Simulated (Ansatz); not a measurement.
# One shape, several levels: PH3 (phosphine)

Aim: a comparison of 6 runs (HF/3-21G, CAM-B3LYP/6-31G, CCSDT/6-31G, CCSDTQ/3-21G, CCSDTQ/6-31G, CCSD/3-21G) of PH3 (phosphine). 

The calculation is run with Ansatz 0.2.0.

60 further runs of the same task are left out: 2 that didn't finish, 58 set aside as unsound or not needed.

### Step 1. Starting point

PH3: 4 atoms, total charge 0, spin state singlet. As SMILES, `P`. The H4–P1 distance was set to 2.840 Å, away from the relaxed value. At this shape a bond of the SMILES string is far longer than usual.

Bond lengths: P1–H2 1.420 Å, P1–H3 1.420 Å. Angles: H2–P1–H3 93.1°.

### Step 2. A single-point energy at HF/3-21G (run 1)

Contents of molecule.yaml:

```yaml
crystal:
  periodic: [false, false, false]
  atoms:
    - {symbol: P, position_ang: [0.663305, -1.676523, -0.028695]}
    - {symbol: H, position_ang: [0.948205, -1.384023, 1.331105]}
    - {symbol: H, position_ang: [-0.688195, -2.013023, 0.246905]}
    - {symbol: H, position_ang: [0.028700, 1.023500, -0.636900]}
basis:
  gaussian:
    orbitals: 3-21G.json
accuracy: high
hamiltonian:
  xc: hf
magnetization:
  spin_polarized: false
  initial_magnetization: 0
```

The basis set 3-21G is read from a file made from the Basis Set Exchange's data (not shown).

The run is started by

```
$ ansatz run molecule.yaml --threads 1 --pin off --max-ram 2610MiB --events-out events.jsonl --progress --plain --runs-dir runs
```

The log of the run:

```text
Warning: RAYON_NUM_THREADS=1 ignored (pool sized by the plan → 1); use --threads N
Functional definition: HF
  name "HF"
  exchange = exact_x
  correlation = 0
366 factors; integrals over basis functions are off by at most 3.6e-9 eV
mean field evaluation 1: about -9266.1296 eV, gradient 7.9e0 eV
mean field evaluation 2: about -9266.1275 eV, gradient 7.9e0 eV
mean field evaluation 4: about -9266.5079 eV, gradient 1.2e0 eV
mean field evaluation 8: about -9266.5183 eV, gradient 2.2e-3 eV
mean field -9266.51831025 eV, -340.5382668300 hartree, gradient 4.5e-8 eV, S^2 0.000000; 0 other end points of the search recorded, 0 dependent functions left out
reference -9266.51831025 eV, -340.5382668300 hartree; 9, 9 occupied and 10, 10 virtual orbitals, 366 factors
Total energy: -9266.51831025 eV, -340.5382668300 hartree
```

Run time: 0.1 s. Hardware: 1 thread of Arm Neoverse V1, shared host.

### Step 3. A single-point energy at CAM-B3LYP/6-31G (run 2)

Contents of input.yaml:

```yaml
crystal:
  periodic: [false, false, false]
  atoms:
    - {symbol: P, position_ang: [0.663305, -1.676523, -0.028695]}
    - {symbol: H, position_ang: [0.948205, -1.384023, 1.331105]}
    - {symbol: H, position_ang: [-0.688195, -2.013023, 0.246905]}
    - {symbol: H, position_ang: [0.028700, 1.023500, -0.636900]}
basis:
  gaussian:
    orbitals: 6-31G
hamiltonian:
  xc: {name: CAM-B3LYP}
accuracy: high
```

The run is started by

```
$ ansatz run input.yaml --threads 1 --pin off --max-ram 2610MiB --events-out events.jsonl --progress --plain --runs-dir runs
```

The log of the run:

```text
Warning: RAYON_NUM_THREADS=1 ignored (pool sized by the plan → 1); use --threads N
Functional definition: CAM-B3LYP
  name "CAM-B3LYP"
  parameter alpha = 0.19
  parameter beta = 0.46
  parameter omega = 0.33/bohr
  parameter ac = 0.81
  exchange = (1 - alpha - beta)*b88_x + beta*b88_x_sr(omega) + alpha*exact_x + beta*exact_x_lr(omega)
  correlation = (1 - ac)*vwn5_c + ac*lyp_c
402 factors; integrals over basis functions are off by at most 3.7e-9 eV
181 factors; integrals over basis functions are off by at most 1.7e-9 eV
mean field evaluation 1: about -9331.4024 eV, gradient 7.5e0 eV
mean field evaluation 2: about -9331.0744 eV, gradient 1.1e1 eV
mean field evaluation 4: about -9331.7537 eV, gradient 2.8e-1 eV
mean field evaluation 8: about -9331.7486 eV, gradient 1.7e-3 eV
mean field evaluation 16: about -9331.7486 eV, gradient 3.3e-8 eV
mean field -9331.74856484 eV, -342.9354344714 hartree, gradient 3.3e-8 eV, S^2 0.000000; 0 other end points of the search recorded, 0 dependent functions left out
reference -9331.74857930 eV, -342.9354350029 hartree; 9, 9 occupied and 10, 10 virtual orbitals, 402 factors
Total energy: -9331.74857930 eV, -342.9354350029 hartree
```

Wall time 0.91 s (1 thread of Arm Neoverse V1, shared host).

Run 3 isn't shown in full; the table further down has it.

### Step 4. The energy at CCSDTQ/3-21G (run 4)

Contents of job.yaml:

```yaml
crystal:
  periodic: [false, false, false]
  atoms:
    - symbol: P
      position_ang: [0.663305, -1.676523, -0.028695]
    - symbol: H
      position_ang: [0.948205, -1.384023, 1.331105]
    - symbol: H
      position_ang: [-0.688195, -2.013023, 0.246905]
    - symbol: H
      position_ang: [0.028700, 1.023500, -0.636900]
basis:
  gaussian:
    orbitals: 3-21G.json
accuracy: high
scf:
  omitted_lower_state_checks: [cluster_reference, increment]
correlation:
  method: ccsdtq
  frozen_orbitals: {H: 0, P: 5}
```

The basis set 3-21G is read from a file made from the Basis Set Exchange's data (not shown).

The run is started by

```
$ ansatz run job.yaml --threads 1 --pin off --max-ram 2610MiB --events-out events.jsonl --progress --plain --runs-dir runs
```

The log of the run (excerpt; [...] marks lines left out):

```text
Warning: RAYON_NUM_THREADS=1 ignored (pool sized by the plan → 1); use --threads N
[... 2 set-up lines as earlier in the session ...]
[...]
366 factors; integrals over basis functions are off by at most 3.6e-9 eV
[...]
mean field -9266.51831025 eV, -340.5382668300 hartree, gradient 4.5e-8 eV, S^2 0.000000; 0 other end points of the search recorded, 0 dependent functions left out; unrestricted orbitals would lower it
5 core orbitals not correlated: weight in the atoms' cores, before any rotation towards them, 1.000 or more for the frozen orbitals, at most 0.000 for the correlated occupied ones
reference -9266.51831025 eV, -340.5382668300 hartree; 4, 4 occupied and 10, 10 virtual orbitals, 366 factors
second order -2.66473470 eV of doubles, -0.00000000 eV of singles
cycle   1  -2.99540337 eV  change   -8.3e-1 eV  update   1.3e-1
[...]
cycle  27  -4.28692142 eV  change  -6.1e-11 eV  update  1.4e-10
WARN: these amplitudes may be one of several solutions (largest doubles amplitude 0.56, level shift 3.56 eV)
Total energy: -9270.80523167 eV, -340.6958082864 hartree
Checks for a lower state left out: cluster_reference, increment
```

Run time: 3.3 s. Hardware: 1 thread of Arm Neoverse V1, shared host.

Run 5 isn't shown in full; the table further down has it.

### Step 5. A single-point energy at CCSD/3-21G (run 6)

Contents of run.yaml:

```yaml
crystal:
  periodic: [false, false, false]
  atoms:
    - symbol: P
      position_ang: [0.663305, -1.676523, -0.028695]
    - symbol: H
      position_ang: [0.948205, -1.384023, 1.331105]
    - symbol: H
      position_ang: [-0.688195, -2.013023, 0.246905]
    - symbol: H
      position_ang: [0.028700, 1.023500, -0.636900]
basis:
  gaussian:
    orbitals: 3-21G.json
correlation:
  method: ccsd
  frozen_orbitals: {H: 0, P: 5}
accuracy: high
scf:
  omitted_lower_state_checks: [cluster_reference, increment]
```

The basis set 3-21G is read from a file made from the Basis Set Exchange's data (not shown).

The run is started by

```
$ ansatz run run.yaml --threads 1 --pin off --max-ram 2610MiB --events-out events.jsonl --progress --plain --runs-dir runs
```

The log of the run (excerpt; [...] marks lines left out):

```text
Warning: RAYON_NUM_THREADS=1 ignored (pool sized by the plan → 1); use --threads N
[... 2 set-up lines as earlier in the session ...]
[...]
366 factors; integrals over basis functions are off by at most 3.6e-9 eV
[...]
mean field -9266.51831025 eV, -340.5382668300 hartree, gradient 4.5e-8 eV, S^2 0.000000; 0 other end points of the search recorded, 0 dependent functions left out; unrestricted orbitals would lower it
5 core orbitals not correlated: weight in the atoms' cores, before any rotation towards them, 1.000 or more for the frozen orbitals, at most 0.000 for the correlated occupied ones
reference -9266.51831025 eV, -340.5382668300 hartree; 4, 4 occupied and 10, 10 virtual orbitals, 366 factors
second order -2.66473470 eV of doubles, -0.00000000 eV of singles
cycle   1  -2.99540457 eV  change   -8.3e-1 eV  update   1.3e-1
[...]
cycle  25  -4.18732376 eV  change   3.9e-10 eV  update  1.6e-10
WARN: these amplitudes may be one of several solutions (largest doubles amplitude 0.55, level shift 3.56 eV)
Total energy: -9270.70563401 eV, -340.6921481398 hartree
Checks for a lower state left out: cluster_reference, increment
```

Run time: 0.14 s. Hardware: 1 thread of Arm Neoverse V1, shared host.

### Step 6. The series

```
run            level  frozen core orbitals  energy (Eh)  wall time
  1         HF/3-21G                     –  -340.538267      0.1 s
  2  CAM-B3LYP/6-31G                     –  -342.935435     0.91 s
  3      CCSDT/6-31G                     5  -342.386888     0.34 s
  4     CCSDTQ/3-21G                     5  -340.695808      3.3 s
  5     CCSDTQ/6-31G                     5  -342.387024      3.6 s
  6       CCSD/3-21G                     5  -340.692148     0.14 s
```

### Step 7. Summary of results

```
                                          quantity          value
                               run 6: total energy  -340.69215 Eh
run 6: correlation energy (5 core orbitals frozen)     -153.9 mEh
                              run 6: T1 diagnostic          0.033
```

What this shows: Below the HF energy at the same shape and in the same basis (3-21G): CCSDTQ -157.5 mEh; CCSD -153.9 mEh. In run 6 the T1 diagnostic is large, so a single reference may not serve. In runs 3, 4, 5, 6 the log says that unrestricted orbitals would lower the reference, so the values rest on an unstable closed-shell determinant (other closed-shell runs at this shape may share the fault). In runs 1, 2, 6 a closed-shell determinant meets a far-stretched bond, which it describes badly. All runs together took 8.4 s, the longest 3.6 s.
